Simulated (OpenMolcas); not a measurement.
**AlH2F (SMILES [H][Al]([H])[F]): the energy, rung by rung**

AlH2F has 4 atoms, charge 0, and is taken as a singlet. As SMILES, `[H][Al]([H])[F]`. The shape comes from GFN2-xTB, which is rough for such elements, and wasn't checked as a minimum.

| atom | x (Å) | y (Å) | z (Å) |
| --- | --- | --- | --- |
| Al | 0.0196 | 0.0327 | 0.0009 |
| H | 1.5469 | -0.0179 | 0.0141 |
| H | -0.7390 | 1.3588 | -0.0194 |
| F | -0.8275 | -1.3736 | 0.0044 |

Quantity: the energy change with the Al1–H3 bond stretched from 1.528 to 2.292 Å, in eV. The values are calculated.

```json
{"level": "HF/STO-3G (restricted)", "kind": "Hartree–Fock", "program": "OpenMolcas", "value (eV)": "3.97", "less FCI/STO-3G": "+1.02", "CPU time (all runs)": "2.5 s"}
{"level": "SVWN5/STO-3G (restricted)", "kind": "LDA", "program": "OpenMolcas", "value (eV)": "2.84", "less FCI/STO-3G": "-0.11", "CPU time (all runs)": "5.5 s"}
{"level": "PBE/STO-3G (restricted)", "kind": "GGA", "program": "OpenMolcas", "value (eV)": "2.73", "less FCI/STO-3G": "-0.22", "CPU time (all runs)": "6.3 s"}
{"level": "r2SCAN/STO-3G (restricted)", "kind": "meta-GGA", "program": "OpenMolcas", "value (eV)": "2.96", "less FCI/STO-3G": "+0.01", "CPU time (all runs)": "7.7 s"}
{"level": "B3LYP/STO-3G (restricted)", "kind": "global hybrid", "program": "OpenMolcas", "value (eV)": "2.99", "less FCI/STO-3G": "+0.04", "CPU time (all runs)": "6.4 s"}
{"level": "PBE0/STO-3G (restricted)", "kind": "global hybrid", "program": "OpenMolcas", "value (eV)": "3.11", "less FCI/STO-3G": "+0.16", "CPU time (all runs)": "5.9 s"}
{"level": "ACPF/STO-3G (restricted)", "kind": "coupled cluster or CI", "program": "OpenMolcas", "value (eV)": "2.86", "less FCI/STO-3G": "-0.09", "CPU time (all runs)": "2.8 s"}
{"level": "FCI/STO-3G", "kind": "exact in the basis", "program": "OpenMolcas", "value (eV)": "2.95", "less FCI/STO-3G": "0.00", "CPU time (all runs)": "8 s"}
```

FCI/STO-3G is exact within its basis and frozen core, so for wave-function methods in that basis the difference is their error; functionals converge differently with the basis, so for them it is only a difference. Spin-restricted single references rise too steeply as a bond breaks, Hartree–Fock most of all. The first shape isn't each level's own minimum. The values span 2.73 to 3.97 eV. All rows use very small basis sets, so even the best lies far from the true value. Times are those of the runs behind each value, whatever else they computed, on shared processors of several kinds: orders of magnitude only.
